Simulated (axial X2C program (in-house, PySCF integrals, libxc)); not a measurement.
# Which molecule gave these maps?

PBE0 fields computed with an in-house all-electron X2C program for linear molecules (integrals from PySCF), spin-free, near the equilibrium distance, one atom at z = 0.

The maps cover the half plane through the axis: z from -2.4 to 3.3 Å along the bond, ρ from 0.15 to 2.25 Å away from it (steps of 0.3 Å, the bottom row nearest the axis).

log10 of the density in e/bohr³:

digits 0 to 9 span -8.95 to 0.66 evenly
```
12233344444333221100
12334444554444332210
23344555555554433221
23445566666655443321
33455667777665544322
34456778887776554332
34556788988877654432
34566789998887654432
```

Electron localisation function (collinear form, no current term, damped to 0 at low density):

digits 0 to 9 span 0.00 to 1.00 evenly
```
00000000000000000000
00000000000000000000
00000000000000000000
00000001100000000000
00000123321100000000
00001367764443000000
00002588887888500000
00002688279999800000
```

Axial spin density in 10⁻³ e/bohr³:

digits 0 to 9 span -0.80 to 0.80 evenly, values beyond are clipped
```
55555555555555555555
55555555555555555555
55555555555555555555
55555567876555555555
55555699999654455555
55545799999844445555
55444699999002445555
55443009990000344555
```

Question: Which molecule is it?
A. AsSe⁻
B. ZrP⁺
C. HF⁺
D. ScCl⁺

Answer: C. HF⁺, with F at z = 0 and H at z = 1.009 Å, state M_S = 1/2, Λ = 1 (beyond evenly filled blocks: π+α, π+β, π-α), basis F dyall-av3z [7s6p3d2f], H dyall-v3z [6s2p1d] (cores contracted in-house). The state is a single determinant with fixed occupations, the lowest that a limited PBE0 search found. The functionals have no current-density term, which raises determinants with orbital currents, atoms included.
